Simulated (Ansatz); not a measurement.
**BH5O (B(H2O)H3) at 6 levels**

We compute a comparison of 6 runs (HF/STO-3G, B2PLYP/STO-3G, UB3LYP/STO-3G, revPBE/STO-3G, CCSDT(Q)/STO-3G, CCSDT/STO-3G) of BH5O (B(H2O)H3). 

The results are computed with Ansatz 0.2.0.

53 further runs of the same task are left out: 53 set aside as unsound or not needed.

**1. The molecule**

BH5O: 7 atoms, total charge 0, spin state singlet. As SMILES, `[H]B([H])([H])<-O`. The H4–O2 distance was set to 1.925 Å, away from the relaxed value. At this shape a bond of the SMILES string is far longer than usual.

Bond lengths: B1–O2 1.700 Å, O2–H3 0.963 Å, B1–H5 1.182 Å, B1–H6 1.191 Å, B1–H7 1.182 Å. Angles: B1–O2–H3 102.2°, O2–B1–H5 103.7°, O2–B1–H6 104.3°, O2–B1–H7 103.7°, H5–B1–H6 114.2°, H5–B1–H7 114.8°, H6–B1–H7 114.2°.

**2. A single-point energy at HF/STO-3G (run 1)**

Contents of run.yaml:

```yaml
crystal:
  periodic: [false, false, false]
  atoms:
    - {symbol: B, position_ang: [-0.317705, -0.967252, -0.882943]}
    - {symbol: O, position_ang: [-0.284685, -1.002202, 0.816677]}
    - {symbol: H, position_ang: [-1.221565, -0.998162, 1.038437]}
    - {symbol: H, position_ang: [0.486320, 0.708910, 1.244780]}
    - {symbol: H, position_ang: [0.824615, -0.924092, -1.184343]}
    - {symbol: H, position_ang: [-0.929765, 0.020768, -1.144243]}
    - {symbol: H, position_ang: [-0.870235, -1.971332, -1.172673]}
basis:
  gaussian:
    orbitals: STO-3G
accuracy: high
total_charge: 0
hamiltonian:
  xc: hf
```

The run is started by

```console
$ ansatz run run.yaml --threads 1 --pin off --max-ram 2610MiB --events-out events.jsonl --progress --plain --runs-dir runs
```

Output:

```text
Warning: RAYON_NUM_THREADS=1 ignored (pool sized by the plan → 1); use --threads N
Functional definition: HF
  name "HF"
  exchange = exact_x
  correlation = 0
250 factors; integrals over basis functions are off by at most 5.1e-8 eV
mean field evaluation 1: about -2741.1915 eV, gradient 2.0e1 eV
mean field evaluation 2: about -2741.2564 eV, gradient 2.0e1 eV
mean field evaluation 4: about -2743.4892 eV, gradient 2.6e0 eV
mean field evaluation 8: about -2743.5336 eV, gradient 8.2e-4 eV
mean field -2743.53357901 eV, -100.8229993949 hartree, gradient 3.7e-8 eV, S^2 0.000000; 0 other end points of the search recorded, 0 dependent functions left out
reference -2743.53357901 eV, -100.8229993949 hartree; 9, 9 occupied and 6, 6 virtual orbitals, 250 factors
Total energy: -2743.53357901 eV, -100.8229993949 hartree
```

Wall time 0.06 s (1 thread of Arm Neoverse V2, shared host).

**3. A single-point energy at B2PLYP/STO-3G (run 2)**

Contents of molecule.yaml:

```yaml
crystal:
  periodic: [false, false, false]
  atoms:
    - {symbol: B, position_ang: [-0.317705, -0.967252, -0.882943]}
    - {symbol: O, position_ang: [-0.284685, -1.002202, 0.816677]}
    - {symbol: H, position_ang: [-1.221565, -0.998162, 1.038437]}
    - {symbol: H, position_ang: [0.486320, 0.708910, 1.244780]}
    - {symbol: H, position_ang: [0.824615, -0.924092, -1.184343]}
    - {symbol: H, position_ang: [-0.929765, 0.020768, -1.144243]}
    - {symbol: H, position_ang: [-0.870235, -1.971332, -1.172673]}
basis:
  gaussian: {orbitals: STO-3G}
hamiltonian: {xc: {name: B2PLYP}}
correlation: {frozen_orbitals: {B: 1, H: 0, O: 1}}
accuracy: high
```

The run is started by

```console
$ ansatz run molecule.yaml --threads 1 --pin off --max-ram 2610MiB --events-out events.jsonl --progress --plain --runs-dir runs
```

Output, cut to the lines that bear on the results:

```text
Warning: RAYON_NUM_THREADS=1 ignored (pool sized by the plan → 1); use --threads N
Functional definition: B2PLYP
  name "B2PLYP"
[...]
250 factors; integrals over basis functions are off by at most 5.1e-8 eV
[...]
mean field -2755.59721024 eV, -101.2663296653 hartree, gradient 4.0e-8 eV, S^2 0.000000; 0 other end points of the search recorded, 0 dependent functions left out; unrestricted orbitals would lower it
2 core orbitals not correlated: weight in the atoms' cores, before any rotation towards them, 1.000 or more for the frozen orbitals, at most 0.000 for the correlated occupied ones
reference -2755.59722788 eV, -101.2663303138 hartree; 7, 7 occupied and 6, 6 virtual orbitals, 250 factors
second order -6.30415409 eV of doubles, -0.00000000 eV of singles
Total energy: -2757.29934949 eV, -101.3288821290 hartree
```

Wall time 1.2 s (1 thread of Arm Neoverse V2, shared host); peak memory 0.096 GiB.

Runs 3 to 5 aren't shown in full; the table further down has their settings and results.

**4. The energy at CCSDT/STO-3G (run 6)**

Contents of input.yaml:

```yaml
crystal:
  periodic: [false, false, false]
  atoms:
    - {symbol: B, position_ang: [-0.317705, -0.967252, -0.882943]}
    - {symbol: O, position_ang: [-0.284685, -1.002202, 0.816677]}
    - {symbol: H, position_ang: [-1.221565, -0.998162, 1.038437]}
    - {symbol: H, position_ang: [0.486320, 0.708910, 1.244780]}
    - {symbol: H, position_ang: [0.824615, -0.924092, -1.184343]}
    - {symbol: H, position_ang: [-0.929765, 0.020768, -1.144243]}
    - {symbol: H, position_ang: [-0.870235, -1.971332, -1.172673]}
basis:
  gaussian: {orbitals: STO-3G}
accuracy: high
scf: {omitted_lower_state_checks: [cluster_reference, increment]}
correlation: {method: ccsdt, frozen_orbitals: {B: 1, H: 0, O: 1}}
```

The run is started by

```console
$ ansatz run input.yaml --threads 1 --pin off --max-ram 2610MiB --events-out events.jsonl --progress --plain --runs-dir runs
```

Output:

```text
Warning: RAYON_NUM_THREADS=1 ignored (pool sized by the plan → 1); use --threads N
[... 11 lines left out ...]
2 core orbitals not correlated: weight in the atoms' cores, before any rotation towards them, 1.000 or more for the frozen orbitals, at most 0.000 for the correlated occupied ones
[... 36 lines left out ...]
Total energy: -2750.04177991 eV, -101.0621713664 hartree
Checks for a lower state left out: cluster_reference, increment
```

Run time: 0.24 s. Hardware: 1 thread of Arm Neoverse V2, shared host.

**5. All runs side by side**

| run | level | frozen core orbitals | energy (Eh) | wall time |
| --- | --- | --- | --- | --- |
| 1 | HF/STO-3G | – | -100.822999 | 0.06 s |
| 2 | B2PLYP/STO-3G | 2 | -101.328882 | 1.2 s |
| 3 | UB3LYP/STO-3G | – | -101.530432 | 3.6 s |
| 4 | revPBE/STO-3G | – | -101.496740 | 0.88 s |
| 5 | CCSDT(Q)/STO-3G | 2 | -101.061969 | 0.26 s |
| 6 | CCSDT/STO-3G | 2 | -101.062171 | 0.24 s |

**6. What came out**

| quantity | value |
| --- | --- |
| run 6: total energy | -101.06217 Eh |
| run 6: correlation energy (2 core orbitals frozen) | -239.2 mEh |
| run 6: T1 diagnostic | 0.051 |

Below the HF energy at the same shape and in the same basis (STO-3G): CCSDT(Q) -239.0 mEh; CCSDT -239.2 mEh. Totals of different functionals can't be ranked against each other. In runs 2, 5, 6 the log says that unrestricted orbitals would lower the reference, so the values rest on an unstable closed-shell determinant (other closed-shell runs at this shape may share the fault). In runs 1, 2, 3, 4, 5, 6 the basis is minimal, so the values are rough. Spin contamination of the reference: run 3 ⟨S²⟩ = 0.69. Where it is this large, the reference is a mixture of spin states, and values that rest on it are in doubt. All runs together took 6.3 s, the longest 3.6 s.
